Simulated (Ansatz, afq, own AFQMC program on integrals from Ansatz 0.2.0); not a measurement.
AFQMC on a folder of integrals that Ansatz 0.2.0 wrote.

```yaml
crystal:
  periodic: [false, false, false]
  atoms:
    - {symbol: Si, position_ang: [0.000000, 0.000000, 1.386544]}
    - {symbol: Al, position_ang: [0.000000, 0.000000, -1.287456]}
    - {symbol: H, position_ang: [0.000000, -1.380606, -2.085569]}
    - {symbol: H, position_ang: [0.000000, 1.380606, -2.085569]}
basis:
  gaussian: {orbitals: cc-pVDZ}
magnetization: {spin_polarized: false, initial_magnetization: 1}
correlation: {method: ccsd_t, electrons: outside_noble_gas, hamiltonian_folder: ham}
```

```sh
$ ansatz run in.yaml --threads 1 --pin off --events-out ev --progress --plain --max-ram 1382MiB
```

afq runs on the folder ham with

```
--method phaseless --trial cisd --walkers 60 --populations 1 --least-time 40 --time-step 0.005 --steps-per-block 50 --equilibration-blocks 28 --max-blocks 300 --target-error 0.00036 --factor-cut 1e-05 --start spin_pure --seed 146 --release-times 0.24,0.51,0.99,1.62,2.4 --release-step 0.03 --release-every 4 --taylor-order 6
```

Times are imaginary, in 1/Eh. The walk had a cap of 1011 s.

Log:

```
orbitals 36  electrons 5 4  factors 262 of 451
reference energy -531.91959569 Eh
CCSD correlation -0.16570829 Eh in 12 cycles, weight of the determinant in the CISD state 0.8678
energy of the start -532.085304 Eh
 block  time / (1/Eh)  mean weight  energy / Eh
     1     0.250  1.0009  -532.082893
     2     0.500  0.9983  -532.083135
     3     0.750  0.9993  -532.083565
     4     1.000  0.9999  -532.084311
     5     1.250  0.9989  -532.085058
     8     2.000  1.0001  -532.087803
    13     3.250  1.0009  -532.091225
    31     7.750  1.0015  -532.090330
    43    10.750  0.9993  -532.093661
    49    12.250  1.0009  -532.093194
    67    16.750  0.9997  -532.089801
    85    21.250  1.0014  -532.091890
   103    25.750  1.0002  -532.089872
   121    30.250  1.0009  -532.090335
   139    34.750  0.9999  -532.090633
   157    39.250  1.0015  -532.087032
   175    43.750  0.9991  -532.087776
   193    48.250  1.0008  -532.091133
   211    52.750  1.0013  -532.085723
   229    57.250  1.0006  -532.086502
   247    61.750  1.0009  -532.092701
   265    66.250  1.0012  -532.089534
blocks merged  error / Eh  count
     1  0.000185  240
     2  0.000234  120
     4  0.000297  60
     8  0.000360  30
    16  0.000408  15
released: time / (1/Eh)  energy / Eh  error  mean overlap
  0.24  -532.090931  0.000451  1.0019
  0.51  -532.091093  0.000344  1.0000
  0.99  -532.091645  0.000291  0.9938
  1.62  -532.091407  0.000356  0.9837
  2.40  -532.091387  0.000391  1.0217
energy -532.090731 +/- 0.000360 Eh
(rows thinned)
```

The run passed its tests (sampling time, drift between the halves within three errors, error under three times the target), which doesn't prove that it has relaxed. The second half of the sampling lies above the first by 2.4 errors of their difference, so the energy may still be moving and its error bar be too small.

Against this walk (error 9.8 meV) on the same determinant: CCSD(T) 28.6 meV higher, CCSDT(Q) 13.1 meV lower (within the noise). The error is statistical and leaves out the bias of the constraint. Released to 2.40 1/Eh the energy moves by -18 ± 14 meV (both errors), within twice the noise.

Cautions: constraint bias not in the error; higher spins were not checked; a spin-contaminated unrestricted determinant lies lower (UHF 175 meV lower, ⟨S²⟩ 1.19).

The walk took 3.7 min on 1 thread of Intel(R) Xeon(R) 6975P-C (Granite Rapids) (shared host). The log's last line is the phaseless energy.

CCSDT and higher add their correlation energy to the determinant of the CCSD(T) run, since their own runs factorise the integrals more tightly (a shift of under 2 meV). A walk keeps the symmetry of its determinant, which the program's search chose and which needn't be the lowest solution, so a lower state of the same spin and another symmetry isn't excluded.
